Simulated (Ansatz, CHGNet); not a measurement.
For fcc Au, the machine-learned potential CHGNet 0.3.0 (trained on PBE and PBE+U data) gives:

```
Property                     Result
-------------------------  --------
lattice constant a          4.172 Å
elastic constant C11        103 GPa
elastic constant C44       8.88 GPa
polycrystal shear modulus  7.39 GPa
```

Question: What does r²SCAN (Ansatz, a program for electronic structure, PAW) give for the same quantities?

Answer: 
- lattice constant a: 4.125 Å (drops by 1.1 %)
- elastic constant C11: 172 GPa (rises by 67 %)
- elastic constant C44: 31.7 GPa (increases by 260 %)
- Voigt–Reuss–Hill shear modulus: 22.7 GPa (rises by 210 %)

For comparison: lattice constant a 4.062 Å (measured, static lattice: zero-point anharmonic expansion removed; as tabulated in Mejia-Rodriguez and Trickey (2018), arXiv:1807.09216); elastic constant C11 202 GPa (measured, 0 K, extrapolated to 0 K; zero-point effects included; as tabulated in Malica and Corso (2021), arXiv:2109.00459); elastic constant C44 45.4 GPa (measured, 0 K, extrapolated to 0 K; zero-point effects included; as tabulated in Malica and Corso (2021), arXiv:2109.00459).

Changes are worked out from the printed values.

Unless a cell is named, each level is at its own relaxed cell (CHGNet 0.3.0 18.15, r²SCAN 17.54 Å³/atom).

Levels without +SOC leave out spin–orbit coupling, which shifts energies and cells of such heavy elements.

Ansatz's density-functional and Hartree–Fock values are scalar-relativistic unless marked +SOC, with PAW data made under PBE.
